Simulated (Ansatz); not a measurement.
Zinc-blende MgS (metastable phase)

Method: Hartree–Fock in Ansatz (PAW).

Run with plane-wave cutoff 460 eV, 8×8×8 k mesh, Fermi–Dirac smearing 0.01 eV, scalar-relativistic PAW data made under PBE.

Cell (measured lattice):

```
MgS
1.0
    0.00000    -2.81100     2.81100
    2.81100    -2.81100     0.00000
    2.81100     0.00000     2.81100
Mg S
1 1
Cartesian
  0.00000   0.00000   0.00000
  1.40550  -1.40550   1.40550
```

| Item | Result |
|---|---|
| band gap | 11.04 eV (on the SCF k mesh) (indirect) |
| smallest direct gap on the k points sampled | 11.17 eV |
| width of the whole s-p valence band | 15.96 eV |

Measured, for comparison: band gap 4.78 ± 0.1 eV (temperature not stated, extrapolated in composition from an alloy gap of 4.19 eV, direct; extrapolated from a Zn0.2Mg0.8S0.645Se0.355 epilayer; as tabulated in Lucero et al. (2012), arXiv:1111.4515). Computed (rounded) less measured: band gap +6.26 eV.

Note: cell and atoms aren't relaxed at this level (pressure 4.0 GPa).

Computed values are for the static lattice.

Ansatz is a quantum-chemistry and plane-wave program.
